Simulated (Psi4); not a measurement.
**CASSCF(3,3)/cc-pVTZ (density fitting, density fitting for correlation, nat orbs yes, sweep point 1) run of BH2O (SMILES B[O])**

Aim: the energy of BH2O. Input form: a Python script.

The results are computed with Psi4 1.11.

1 further run of the same task is left out (set aside as unsound or not needed).

**1. The system as given**

BH2O: 4 atoms, total charge 0, spin state doublet. SMILES: `B[O]`. The coordinates come from a PBE0-D4/def2-TZVP relaxation.

Bond lengths: B1–O2 1.281 Å, B1–H3 1.211 Å, B1–H4 1.211 Å. Angles: O2–B1–H3 119.9°, O2–B1–H4 119.9°, H3–B1–H4 120.2°.

**2. A single-point energy at CASSCF(3,3)/cc-pVTZ (density fitting, density fitting for correlation, nat orbs yes, sweep point 1)**

File run.py:

```python
import psi4

psi4.set_memory(1600000000)
psi4.set_num_threads(1)
psi4.set_output_file('run.log', False)

geom = psi4.geometry("""
0 2
B     -0.001100    -0.010300    -0.015100
O      1.025300    -0.340800     0.676900
H     -1.052600    -0.587700     0.151600
H      0.083900     0.878500    -0.833600
symmetry c1
""")

options = {'basis': 'cc-pVTZ', 'reference': 'rohf', 'puream': True, 'scf_type': 'df', 'restricted_docc': [6], 'active': [3], 'mcscf_type': 'df', 'mcscf_maxiter': 80, 'mcscf_r_convergence': 0.0001, 'mcscf_e_convergence': 1e-06, 'nat_orbs': True, 'maxiter': 150}
psi4.set_options(options)

e = psi4.energy("casscf")
print(f'casscf energy: {e:.10f} Eh')
```

Launch:

```bash
$ python run.py
```

What values should one expect? Wanted: total energy; dipole moment.

Computed results:

Level: CASSCF(3,3)/cc-pVTZ (density fitting, density fitting for correlation, nat orbs yes, sweep point 1).

| quantity | value |
| --- | --- |
| total energy | -100.73416 Eh |
| dipole moment (correlated density) | 0.89 D |
